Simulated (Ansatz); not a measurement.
For black phosphorus, revPBE (Ansatz, a quantum-chemistry and plane-wave program, plane waves, PAW) gives:

```
Quantity                             Value
---------------------------  -------------
equilibrium volume per atom  32.03 Å³/atom
cohesive energy               3.17 eV/atom
band gap                           0.93 eV
```

### Question
What does r²SCAN+rVV10 (PAW; Ansatz) give for the same quantities?

### Answer

- equilibrium volume per atom: 19.72 Å³/atom (falls by 38 %)
- cohesive energy: 3.55 eV/atom (increases by 0.38 eV/atom)
- band gap: 0.03 eV (falls by 0.90 eV)

For comparison: equilibrium volume per atom 18.97 Å³/atom (measured, temperature not stated, not corrected to a static lattice; as tabulated in Appalakondaiah et al. (2012), arXiv:1211.3512); band gap 0.35 eV (measured, temperature not stated, no zero-point or thermal correction; as tabulated in Das et al. (2018), arXiv:1807.05623).

Changes are worked out from the printed values.

Unless a cell is named, each level is at its own relaxed cell (revPBE 32.08, r²SCAN+rVV10 19.70 Å³/atom).

Density-functional gaps are differences of (generalised) Kohn–Sham levels.

Caveats: for a layered or molecular solid the relaxed cell lies over 5 % above the published volume, where the minimum can be shallow (revPBE); the cell comes from a level without a dispersion term, which matters for the spacing of layers, chains or molecules (revPBE). Ansatz's density-functional and Hartree–Fock values are scalar-relativistic unless marked +SOC, with PAW data made under PBE.
